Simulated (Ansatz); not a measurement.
```yaml
crystal:
  periodic: [false, false, false]
  atoms:
    - {symbol: P, position_ang: [-1.564422, 0.048818, 0.004495]}
    - {symbol: Si, position_ang: [0.465891, -0.459065, 0.000919]}
    - {symbol: S, position_ang: [2.374519, -1.014933, -0.000094]}
    - {symbol: H, position_ang: [-1.275988, 1.425180, -0.005320]}
basis:
  gaussian: {orbitals: def2-TZVP}
hamiltonian: {xc: pbe0}
relax: {f_tol: 0.004, max_steps: 80}
```

```sh
$ ansatz run in.yaml --threads 1 --pin off --events-out ev --progress --plain --max-ram 2176MiB
```

Steps of the relaxation (energy above the last step; positions in Å, forces in eV/Å):

```
4
step 1, 130.5 meV
P    -1.564    0.049    0.004    0.181   -0.826    0.004
Si    0.466   -0.459    0.001    1.156    0.049   -0.001
S     2.375   -1.015    0.000   -1.764    0.426    0.001
H    -1.276    1.425   -0.005    0.427    0.351   -0.004
```

```
4
step 2, 18.1 meV
P    -1.593   -0.009    0.005    0.232    0.038   -0.001
Si    0.437   -0.377    0.001   -0.819   -0.058    0.004
S     2.253   -0.952    0.000    0.645   -0.083   -0.002
H    -1.097    1.338   -0.005   -0.058    0.102    0.000
```

```
4
step 3, 3.0 meV
P    -1.585    0.001    0.005   -0.042    0.051    0.000
Si    0.428   -0.413    0.001   -0.026   -0.038    0.001
S     2.275   -0.948    0.000    0.043    0.025   -0.001
H    -1.118    1.360   -0.005    0.025   -0.039    0.000
```

```
4
step 6, 0.0 meV
P    -1.606    0.007    0.005    0.001    0.000    0.000
Si    0.400   -0.440    0.002   -0.001    0.001    0.000
S     2.266   -0.905   -0.001    0.000    0.000    0.000
H    -1.061    1.338   -0.005    0.001   -0.001    0.000
```

Close pairs at the end: P1–H4 1.438 Å, Si2–S3 1.923 Å, P1–Si2 2.055 Å.

A stationary point of restricted PBE0 after 6 steps (its stability towards spin polarisation wasn't tested); no frequencies were run, so it isn't proven a minimum. 18 s on 1 thread of Arm Neoverse V2, shared host.
